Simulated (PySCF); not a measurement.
## Nitrogen: a sound run and one with changed settings

Sound run: N [He] 2s2 2p3, N⁺ [He] 2s2 2p2. Computed with PySCF 2.14 in x2c-SVPall, with the spin-free X2C one-electron Hamiltonian (Gaussian nucleus). In the sound run the correlated levels freeze 1s2. The sound run starts from symmetry-adapted Hartree-Fock orbitals and uses a fine grid where one is needed.

Changed run: basis STO-3G, all-electron and non-relativistic. This setting is unsound on purpose.

```json
{"species": "N", "method": "UHF", "sound run (hartree)": "-54.36545", "changed run (hartree)": "-53.71901", "converged": "yes"}
{"species": "N", "method": "MN15", "sound run (hartree)": "-54.50895", "changed run (hartree)": "-53.59179", "converged": "yes"}
{"species": "N", "method": "M06-L", "sound run (hartree)": "-54.56414", "changed run (hartree)": "-53.88929", "converged": "yes"}
{"species": "N", "method": "MP2", "sound run (hartree)": "-54.43508", "changed run (hartree)": "-53.71901", "converged": "yes"}
{"species": "N⁺", "method": "UHF", "sound run (hartree)": "-53.84987", "changed run (hartree)": "-53.24264", "converged": "yes"}
{"species": "N⁺", "method": "MN15", "sound run (hartree)": "-53.97421", "changed run (hartree)": "-53.10394", "converged": "yes"}
{"species": "N⁺", "method": "M06-L", "sound run (hartree)": "-54.01872", "changed run (hartree)": "-53.37747", "converged": "yes"}
{"species": "N⁺", "method": "MP2", "sound run (hartree)": "-53.90413", "changed run (hartree)": "-53.25331", "converged": "yes"}
{"species": "N⁺", "method": "CCSD(T)", "sound run (hartree)": "-53.92629", "changed run (hartree)": "-53.26332", "converged": "yes"}
```

Ionisation energy of N:

| method | sound run (eV) | changed run (eV) |
| --- | --- | --- |
| UHF | 14.030 | 12.963 |
| MN15 | 14.551 | 13.275 |
| M06-L | 14.842 | 13.927 |
| MP2 | 14.448 | 12.672 |
| SCS-MP2 | 14.237 | 12.614 |

A minimal basis cannot let orbitals breathe on ionisation and holds almost no correlation. The Hamiltonian changed with the basis, so the totals do not compare.

For comparison, NIST gives 14.534 eV between the lowest levels.
